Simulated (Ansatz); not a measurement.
Difluoromethane, CH₂F₂: measurement beside calculation (Ansatz, PBE0-D4/def2-TZVP geometry).

Z-matrix (Å, degrees):
```
C
F 1 1.351
F 1 1.351 2 108.6
H 1 1.093 2 108.8 3 118.2
H 1 1.094 2 108.8 3 -118.2
```

Enthalpy of formation at 298 K: -107.7 kcal/mol (zero for an element's reference state; older measured values of the G2 set, as listed by Staroverov and co-workers, J. Chem. Phys. 119, 12129, 2003). With their computed zero-point and thermal terms and the atoms' enthalpies of Curtiss and co-workers (1997) it gives an electronic atomization energy of 436.3 kcal/mol.

```json
{"level": "LDA (SPW92)", "atomization (kcal/mol)": "516.8", "error": "80.5", "error per bond": "20.1"}
{"level": "PBE-D4", "atomization (kcal/mol)": "451.6", "error": "15.3", "error per bond": "3.8"}
{"level": "revPBE-D4", "atomization (kcal/mol)": "436.5", "error": "0.2", "error per bond": "0.0"}
{"level": "BLYP-D4", "atomization (kcal/mol)": "439.5", "error": "3.2", "error per bond": "0.8"}
{"level": "r2SCAN-D4", "atomization (kcal/mol)": "437.9", "error": "1.6", "error per bond": "0.4"}
{"level": "B97M-V", "atomization (kcal/mol)": "435.4", "error": "-0.9", "error per bond": "-0.2"}
{"level": "PBE0-D4", "atomization (kcal/mol)": "437.0", "error": "0.7", "error per bond": "0.2"}
{"level": "B3LYP-D4", "atomization (kcal/mol)": "435.8", "error": "-0.6", "error per bond": "-0.1"}
{"level": "r2SCANh-D4", "atomization (kcal/mol)": "433.2", "error": "-3.2", "error per bond": "-0.8"}
{"level": "r2SCAN0-D4", "atomization (kcal/mol)": "426.3", "error": "-10.0", "error per bond": "-2.5"}
{"level": "HSE06-D4", "atomization (kcal/mol)": "437.5", "error": "1.2", "error per bond": "0.3"}
{"level": "BHLYP-D4", "atomization (kcal/mol)": "415.8", "error": "-20.5", "error per bond": "-5.1"}
{"level": "CAM-B3LYP-D4", "atomization (kcal/mol)": "440.4", "error": "4.1", "error per bond": "1.0"}
{"level": "ωB97X-V", "atomization (kcal/mol)": "437.7", "error": "1.4", "error per bond": "0.3"}
{"level": "ωB97M-V", "atomization (kcal/mol)": "438.0", "error": "1.6", "error per bond": "0.4"}
{"level": "B2PLYP", "atomization (kcal/mol)": "433.3", "error": "-3.1", "error per bond": "-0.8"}
{"level": "PBE-QIDH", "atomization (kcal/mol)": "432.7", "error": "-3.6", "error per bond": "-0.9"}
{"level": "PBE", "atomization (kcal/mol)": "450.8", "error": "14.4", "error per bond": "3.6"}
{"level": "revPBE", "atomization (kcal/mol)": "432.8", "error": "-3.5", "error per bond": "-0.9"}
{"level": "BLYP", "atomization (kcal/mol)": "437.5", "error": "1.2", "error per bond": "0.3"}
{"level": "r2SCAN", "atomization (kcal/mol)": "437.7", "error": "1.4", "error per bond": "0.4"}
{"level": "PBE0", "atomization (kcal/mol)": "436.3", "error": "0.0", "error per bond": "0.0"}
{"level": "B3LYP", "atomization (kcal/mol)": "434.4", "error": "-1.9", "error per bond": "-0.5"}
{"level": "r2SCANh", "atomization (kcal/mol)": "433.0", "error": "-3.4", "error per bond": "-0.8"}
{"level": "r2SCAN0", "atomization (kcal/mol)": "426.1", "error": "-10.2", "error per bond": "-2.6"}
{"level": "HSE06", "atomization (kcal/mol)": "436.9", "error": "0.6", "error per bond": "0.1"}
{"level": "BHLYP", "atomization (kcal/mol)": "414.9", "error": "-21.4", "error per bond": "-5.3"}
{"level": "CAM-B3LYP", "atomization (kcal/mol)": "439.7", "error": "3.4", "error per bond": "0.8"}
{"level": "LC-ωPBE", "atomization (kcal/mol)": "438.9", "error": "2.6", "error per bond": "0.7"}
{"level": "HF/def2-TZVPP", "atomization (kcal/mol)": "309.4", "error": "-126.9", "error per bond": "-31.7"}
{"level": "MP2/def2-TZVPP", "atomization (kcal/mol)": "439.6", "error": "3.3", "error per bond": "0.8"}
{"level": "SCS-MP2/def2-TZVPP", "atomization (kcal/mol)": "432.9", "error": "-3.5", "error per bond": "-0.9"}
{"level": "CCSD/def2-TZVPP", "atomization (kcal/mol)": "419.2", "error": "-17.2", "error per bond": "-4.3"}
{"level": "CCSD(T)/def2-TZVPP", "atomization (kcal/mol)": "426.3", "error": "-10.1", "error per bond": "-2.5"}
{"level": "HF/def2-QZVPP", "atomization (kcal/mol)": "310.0", "error": "-126.3", "error per bond": "-31.6"}
{"level": "MP2/def2-QZVPP", "atomization (kcal/mol)": "446.3", "error": "9.9", "error per bond": "2.5"}
{"level": "SCS-MP2/def2-QZVPP", "atomization (kcal/mol)": "440.0", "error": "3.7", "error per bond": "0.9"}
{"level": "CCSD/def2-QZVPP", "atomization (kcal/mol)": "425.0", "error": "-11.4", "error per bond": "-2.8"}
{"level": "CCSD(T)/def2-QZVPP", "atomization (kcal/mol)": "432.7", "error": "-3.6", "error per bond": "-0.9"}
{"level": "HF/CBS(def2)", "atomization (kcal/mol)": "310.1", "error": "-126.2", "error per bond": "-31.6"}
{"level": "MP2/CBS(def2)", "atomization (kcal/mol)": "450.9", "error": "14.5", "error per bond": "3.6"}
{"level": "CCSD/CBS(def2)", "atomization (kcal/mol)": "428.9", "error": "-7.4", "error per bond": "-1.9"}
{"level": "CCSD(T)/CBS(def2)", "atomization (kcal/mol)": "437.1", "error": "0.8", "error per bond": "0.2"}
```

Functionals use def2-TZVPP; B3LYP here is the variant with VWN-RPA as its local correlation; programs differ in this. The calculations leave out spin–orbit coupling, scalar relativity and, for the correlated methods, core correlation; together these are worth up to about 1 kcal/mol a heavy atom. HSE06 is defined as in plane-wave codes. CBS extrapolates def2-TZVPP and def2-QZVPP. T1 = 0.011.
